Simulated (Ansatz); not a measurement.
**AlPH+ (triplet): wave-function methods side by side, def2-QZVPP**

An exercise on one series of results from a longer session: the logs are not shown, and one member is left open.

Method: def2-QZVPP, core rule «outside noble gas», up to 10 orbitals frozen; program: Ansatz 0.2.0, Gaussian basis.

The runs, in order: UHF; ROHF; CCSD(T) on UHF.

## The system

The geometry is a PBE0/def2-TZVP stationary point (not a proven minimum) of the parent state, kept for this charge and spin.

3 atoms, charge 1, spin multiplicity 3.

Atoms are counted from 1 here; the program's logs count them from 0.

Bond lengths: Al1–P2 2.392 Å, P2–H3 1.430 Å. Angles: Al1–P2–H3 98.4°.

Coordinates:

```csv
atom,x (Å),y (Å),z (Å)
Al1,0.0000,0.0348,1.3006
P2,0.0000,-0.0736,-1.0887
H3,0.0000,1.3304,-1.3605
```

Set-up of the first run:

in.yaml

```yaml
crystal:
  periodic: [false, false, false]
  atoms:
    - {symbol: Al, position_ang: [0.000000, 0.034843, 1.300562]}
    - {symbol: P, position_ang: [0.000000, -0.073644, -1.088657]}
    - {symbol: H, position_ang: [0.000000, 1.330368, -1.360548]}
basis:
  gaussian: {orbitals: "def2-QZVPP.json"}
total_charge: 1
magnetization: {spin_polarized: true, initial_magnetization: 2}
hamiltonian: {xc: hf}
output: {orbitals: {seedname: orbitals}}
```

On the command line:

```
ansatz run in.yaml --threads 1 --pin off --events-out ev --progress --plain --max-ram 2393MiB
```

Steps of the session up to this table: UHF; ROHF; CCSD(T) on UHF.

One of the session's tables, all rows but one given; the rest of the session is left out.

It belongs to the step «Misses and costs». 

| method | from UCCSD(T) (kJ/mol) |
| --- | --- |
| ROHF | +557.2 |
| UHF | +523.5 |
| UMP2 | +103.7 |
| UCCSD | ? |
| UCCSD(T) | 0 |

Estimate the missing values for UCCSD.

As computed: from UCCSD(T) (kJ/mol): +24.1. In the column «from UCCSD(T) (kJ/mol)» it lies between UCCSD(T) (0) and UMP2 (+103.7).
